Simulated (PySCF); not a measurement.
**Reproducing measurements on formyl fluoride**

**Experimental background.**

NIST CCCBDB Release 22 (SRD 101), experimental dipoles lists, for the gas: dipole moment 2.081 D.

The results are set against them at the end.

Compound: formyl fluoride, CHFO.
Atom-mapped SMILES: `[O:1]=[CH:2][F:3]` (hydrogens: H4 on C2)

Geometry (PBE0-D3(BJ)/def2-SVP, Å), atoms numbered from 1 in this order:
```xyz
4
CHFO angstrom
O     -0.860   -0.890    0.044
C     -0.061   -0.026    0.032
F      1.249   -0.247    0.011
H     -0.253    1.065    0.037
```

The PySCF runs (gas phase, on this PBE0-D3(BJ)/def2-SVP geometry; no spin–orbit coupling):

| level | job | basis functions | wall time |
| --- | --- | --- | --- |
| PBE0-D3(BJ)/def2-SVP, grid level 1 | geometry optimisation from a GFN2-xTB start shaken at random | 47 | 2.8 s |
| B3LYP/def2-SVPD | 6 singlets by full TDDFT, polarisability, dynamic polarisability, density and orbital grids written | 74 | 2.2 s |
| BHandHLYP/aug-pcX-1 (pcseg-1 on H) | K-edge TDA, 24 lines | 104 | 1.5 s |

Hardware: an Arm Neoverse V2 with one thread, no GPU (shared host).

## Comparison

**Dipole moment.** Measured: 2.081 D (NIST CCCBDB Release 22 (SRD 101), experimental dipoles).

```tsv
level	computed (D)	computed − measured (D)	% (from the printed values)
PBE0-D3(BJ)/def2-SVP	2.010	-0.071	-3
B3LYP/def2-SVPD	2.109	+0.028	+1
BHandHLYP/aug-pcX-1 (pcseg-1 on H)	2.243	+0.162	+8
```

Closest is B3LYP/def2-SVPD (+0.028 D), furthest BHandHLYP/aug-pcX-1 (pcseg-1 on H) (+0.162 D); one molecule doesn't rank methods. The computed dipoles belong to one fixed geometry; measured ones are averaged over vibrations unless marked μe. Magnitudes are compared, not signs.

No measured geometry was used, and the causes of the misses weren't examined.
